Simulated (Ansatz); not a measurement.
Input file for Ansatz (a program for electronic structure): R-CCSD(T)/aug-cc-pVQZ on C2H2 (SMILES C#C).

Ansatz 0.2 input:
```yaml
crystal:
  periodic: [false, false, false]
  atoms:
    - {symbol: C, position_ang: [0.00000000, 0.60356400, -2.18173438]}
    - {symbol: H, position_ang: [0.00000000, 1.66847581, -2.18429610]}
    - {symbol: C, position_ang: [0.00000000, -0.60356400, -2.18173438]}
    - {symbol: H, position_ang: [0.00000000, -1.66847581, -2.18429610]}
basis:
  gaussian:
    orbitals: aug-cc-pVQZ
magnetization: {spin_polarized: false}
correlation: {method: ccsd_t, electrons: outside_noble_gas}
scf: {lower_state_search: off}
```

The head of its log:

```
WARN ansatz: RAYON_NUM_THREADS=1 ignored (pool sized by the plan → 1); use --threads N
Functional definition: HF
these checks for a lower state are left out or cut short: stability, starts, cluster_reference, orbital_swaps, neighbouring_geometries, increment
integrals: 1.65 GiB planned
1506 factors; integrals over basis functions are off by at most 1.0e-3 eV
mean field: 0.77 GiB planned
mean field evaluation 1: about -2089.6751 eV, gradient 2.5e1 eV
mean field evaluation 2: about -2089.6759 eV, gradient 2.5e1 eV
mean field evaluation 4: about -2091.2928 eV, gradient 1.9e0 eV
mean field evaluation 8: about -2091.3046 eV, gradient 2.3e-4 eV
mean field -2091.30455439 eV, -76.8540248368 hartree, gradient 7.7e-7 eV, S^2 0.000000; 0 other end points of the search recorded, 0 dependent functions left out
2 core orbitals not correlated
reference -2091.30455439 eV, -76.8540248368 hartree; 5, 5 occupied and 245, 245 virtual orbitals, 1506 factors
```

Question: What total energy does the run end on?

Answer: -77.2110 hartree (reference determinant -76.8540, T1 diagnostic 0.013).
